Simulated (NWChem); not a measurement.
**CH5FSi (SMILES C[SiH2]F): CAM-B3LYP/6-31++G(d,p) (spherical functions)**

What is the vertical ionisation energy of CH5FSi at CAM-B3LYP/6-31++G** (spherical functions)? 

The calculation is run with NWChem 7.3.0.

## (1) Starting point

The species is CH5FSi (8 atoms), meant as a singlet with charge 0. SMILES: `C[SiH2]F`. The coordinates come from a PBE0-D4/def2-TZVP relaxation.

Bond lengths: C1–Si2 1.853 Å, Si2–F3 1.604 Å, C1–H4 1.092 Å, C1–H5 1.094 Å, C1–H6 1.092 Å, Si2–H7 1.485 Å, Si2–H8 1.485 Å. Some angles: C1–Si2–F3 109.4°, C1–Si2–H7 111.5°, C1–Si2–H8 111.5°, F3–Si2–H7 107.3°, F3–Si2–H8 107.3°, Si2–C1–H4 111.0°, Si2–C1–H5 110.1°, Si2–C1–H6 111.1°, H7–Si2–H8 109.7°, H4–C1–H5 108.1°.

## (2) The energy at CAM-B3LYP/6-31++G(d,p) (spherical functions)

Input file ch5fsi.nw:

```
start ch5fsi
title "CH5FSi"
memory 2200 mb

geometry noautosym nocenter noautoz
   C     -0.521400     0.700300    -0.437000
   Si     0.448400    -0.642000     0.395200
   F      1.946500    -0.649600    -0.178800
   H     -0.562400     0.542500    -1.517100
   H     -1.546700     0.713200    -0.056500
   H     -0.077200     1.680300    -0.248400
   H      0.538700    -0.420800     1.860700
   H     -0.133700    -1.981200     0.126000
end

basis spherical bse
   * library 6-31++G**
end

dft
   xc xcamb88 1.00 lyp 0.81 vwn_5 0.19 hfexch 1.00
   cam 0.33 cam_alpha 0.19 cam_beta 0.46
   grid fine
   convergence energy 1e-08
   direct
   maxiter 100
   mulliken
   print low
end

task dft energy
```

Command:

```sh
$ nwchem ch5fsi.nw > ch5fsi.out
```

The program printed:

```text
[...]
 d= 0,ls=0.0,diis     1   -430.4104343827 -5.46D+02  9.66D-03  4.70D-01     4.1
[...]
 d= 0,ls=0.0,diis     8   -430.4620110158 -4.57D-09  9.87D-07  7.82D-09    28.6
         Total DFT energy =     -430.462011015820
      One electron energy =     -825.238919718842
           Coulomb energy =      317.500512058363
    Exchange-Corr. energy =      -38.682727173582
 Nuclear repulsion energy =      115.959123818242
[...]
      Total Density - Mulliken Population Analysis
     ---------------------------------------------
    Atom       Charge   Shell Charges
 -----------   ------   -------------------------------------------------------
    1 C    6     6.74   2.00  0.65  2.15  0.66  1.11  0.05  0.12  0.02
    2 Si  14    13.34   2.00  2.00  5.96  0.93  1.70  0.22  0.09  0.16  0.03  0.26
    3 F    9     9.33   2.00  0.92  3.33  1.05  1.98 -0.12  0.16  0.01
    4 H    1     0.81   0.51  0.30 -0.01  0.01
    5 H    1     0.80   0.51  0.30 -0.03  0.01
    6 H    1     0.81   0.51  0.30 -0.01  0.01
    7 H    1     1.08   0.51  0.60 -0.03  0.01
    8 H    1     1.08   0.51  0.60 -0.03  0.01
[...]
```

Run time: 29 s. Hardware: 1 thread of Intel Xeon 6975P-C (Granite Rapids), shared host; peak memory 0.11 GiB.

## (3) The doublet cation, same level

Input file ch5fsi.nw:

```
START ch5fsi
TITLE "CH5FSi"
memory total 2200 mb
charge 1
GEOMETRY units atomic noautosym nocenter noautoz
  C     -0.98530320     1.32337521    -0.82581032
  Si     0.84735319    -1.21320417     0.74681976
  F      3.67835190    -1.22756609    -0.33788303
  H     -1.06278197     1.02517642    -2.86690350
  H     -2.92283940     1.34775267    -0.10676953
  H     -0.14588686     3.17530681    -0.46940797
  H      1.01799546    -0.79519675     3.51621340
  H     -0.25265638    -3.74392540     0.23810549
END
BASIS spherical bse
  * library 6-31++G**
END
DFT
  xc xcamb88 1.00 lyp 0.81 vwn_5 0.19 hfexch 1.00
  cam 0.33 cam_alpha 0.19 cam_beta 0.46
  mult 2
  grid fine
  convergence energy 1e-08
  direct
  iterations 100
  mulliken
  noprint "final vectors analysis"
END
TASK dft energy
```

Command:

```sh
$ nwchem ch5fsi.nw > ch5fsi.out
```

The program printed:

```text
[...]
          Wavefunction type:  spin polarized.
          No. of atoms     :     8
          No. of electrons :    33
[...]
          Charge           :     1
          Spin multiplicity:     2
[...]
          AO basis - number of functions:    88
[...]
              XC Information
              --------------
                     Hartree-Fock (Exact) Exchange  1.000
                   CAM-Becke88 Exchange Functional  1.000
                      VWN V Correlation Functional  0.190 local
              Lee-Yang-Parr Correlation Functional  0.810
[...]
 d= 0,ls=0.0,diis     1   -429.8219933889 -5.46D+02  9.97D-03  5.08D-01     4.9
[...]
 d= 0,ls=0.0,diis    14   -430.0178952563 -7.72D-09  4.09D-07  5.77D-10    57.8
[...]
         Total DFT energy =     -430.017895256349
      One electron energy =     -816.481900895485
           Coulomb energy =      308.817608966106
    Exchange-Corr. energy =      -38.312718807228
 Nuclear repulsion energy =      115.959115480258
[...]
      Total Density - Mulliken Population Analysis
     ---------------------------------------------
    Atom       Charge   Shell Charges
 -----------   ------   -------------------------------------------------------
    1 C    6     6.69   2.00  0.65  2.15  0.67  1.12  0.04  0.05  0.02
    2 Si  14    13.30   2.00  2.00  5.96  1.02  1.67  0.18  0.09  0.12  0.03  0.25
    3 F    9     9.17   2.00  0.94  3.29  1.05  1.91 -0.13  0.10  0.01
    4 H    1     0.74   0.49  0.24 -0.00  0.01
    5 H    1     0.75   0.50  0.25 -0.01  0.01
    6 H    1     0.74   0.49  0.24 -0.00  0.01
    7 H    1     0.80   0.45  0.41 -0.06  0.01
    8 H    1     0.80   0.45  0.41 -0.06  0.01
[...]
      <S2> =      0.7633 (Exact =     0.7500)
[...]
```

Run time: 59 s. Hardware: 1 thread of Intel Xeon 6975P-C (Granite Rapids), shared host; peak memory 0.11 GiB.

## (4) Summary of results

At CAM-B3LYP/6-31++G** (spherical functions):

| quantity | value |
| --- | --- |
| singlet CH5FSi: total energy | -430.46201 Eh |
| doublet cation: total energy | -430.01790 Eh |
| doublet cation: ⟨S²⟩ | 0.763 |
| vertical ionisation energy (to the doublet cation) | 12.085 eV |

In words: The vertical ionisation energy comes to 12.09 eV (1166 kJ/mol). Mulliken charges (singlet CH5FSi) run from -0.74 on C1 to +0.66 on Si2; in a basis this large or diffuse they mean little.
